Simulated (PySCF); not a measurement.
# Level of theory and proton affinities: 1,2-dithiolane

Structure: `C1CSSC1` (C3H6S2). Optimised structure (Å), atoms numbered from 1:
```
C    -0.0336   -0.5273    0.5234
C     1.2781    0.0633   -0.0181
S     0.9367    1.5494   -1.0465
S    -1.0344    1.7839   -0.3810
C    -1.2315   -0.0161   -0.2677
H    -0.1578   -0.2256    1.5737
H     0.0064   -1.6288    0.4986
H     1.9612    0.3242    0.8030
H     1.7971   -0.6375   -0.6888
H    -2.1843   -0.2188    0.2459
H    -1.2722   -0.4441   -1.2820
```

All levels share the PBE0-D3(BJ)/def2-SVP structures and the PBE0-D3(BJ)/def2-SVP thermal terms; only the single-point energies (PySCF) change. Values are proton affinities (298 K, kJ/mol).

| level | S3 | time |
| --- | --- | --- |
| LDA/def2-TZVP | 808 | 49 s |
| PBE0-D3(BJ)/6-31+G* | 813 | 11 s |
| PBE0-D3(BJ)/ma-def2-SVP | 816 | 14 s |
| M06/def2-TZVP (grid 3) | 831 | 70 s |
| LC-ωPBE/def2-TZVP | 836 | 63 s |
| PBE0-D3(BJ)/def2-TZVP | 839 | – |
| PBE-D3(BJ)/def2-TZVP | 839 | 57 s |
| BP86-D3(BJ)/def2-TZVP | 842 | 58 s |
| B3LYP-D3(BJ)/def2-TZVP | 843 | 30 s |
| ωB97X-D3(BJ)/def2-TZVP | 843 | 33 s |

Times are wall times for all single points of a level on 1 thread of Arm Neoverse N1, a shared host; the dash marks the run that also made the structures. BP86, LC-ωPBE, LDA, PBE ran on a slower path of this set-up, which computes the density-fitting integrals anew in every SCF cycle while the other levels store them. So the times needn't show the usual order of cost, and those levels read slower than they are.

The spread: 36 kJ/mol, from 808 to 843.

Differences come from unrounded values, so a last digit can differ from that of the printed terms.
